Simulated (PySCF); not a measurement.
A structure optimised at PBE-D3(BJ)/def2-SVP, used in a PySCF frequency run:

```
C
H 1 1.1111
H 1 1.1134 2 106.17
C 1 1.5226 2 108.69 3 114.50
H 4 1.1069 1 111.63 2 -58.57
H 4 1.1086 5 108.51 1 123.37
C 1 1.5277 2 110.34 3 -119.44
H 7 1.1079 1 111.32 2 56.73
H 7 1.1082 8 108.11 1 121.60
H 7 1.1101 8 107.77 9 116.07
Cl 4 1.8125 5 106.25 6 113.91
```

Problem. Write its SMILES and formula.

Solution. CCCCl, C₃H₇Cl

Problem. What are its rotational constants (standard atomic weights)?

Solution. 11.646, 3.2660, 2.7985 GHz
